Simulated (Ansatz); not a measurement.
Computed with Ansatz.

A structure relaxed at PBE0-D4/def2-TZVP, charge 0, multiplicity 1:

Cartesian coordinates in Å:
```
C 2.607 -0.868 2.177
C 1.433 -0.100 1.595
C 0.228 -0.987 1.328
C -1.012 -0.240 0.851
C -0.862 0.581 -0.430
C -2.168 1.309 -0.720
C -0.416 -0.280 -1.608
C -0.166 0.490 -2.895
H 3.466 -0.217 2.359
H 2.338 -1.337 3.128
H 2.931 -1.663 1.499
H 1.142 0.707 2.280
H 1.746 0.392 0.668
H -0.027 -1.522 2.250
H 0.505 -1.764 0.607
H -1.827 -0.960 0.706
H -1.344 0.432 1.651
H -0.088 1.341 -0.263
H -2.967 0.594 -0.944
H -2.082 1.990 -1.569
H -2.485 1.899 0.144
H -1.172 -1.057 -1.782
H 0.503 -0.810 -1.335
H 0.235 -0.165 -3.672
H -1.079 0.941 -3.288
H 0.558 1.295 -2.735
```

(1) Give its formula and SMILES.

(2) Point group (tolerance 0.08 Å, 0.16 Å for H)?

(3) Summarise the bond lengths by kind.

Answers

(1) C8H18, `CCCCC(C)CC`.

(2) C1.

(3) 7 × C–C 1.519 to 1.529 Å; 18 × C–H 1.092 to 1.098 Å.
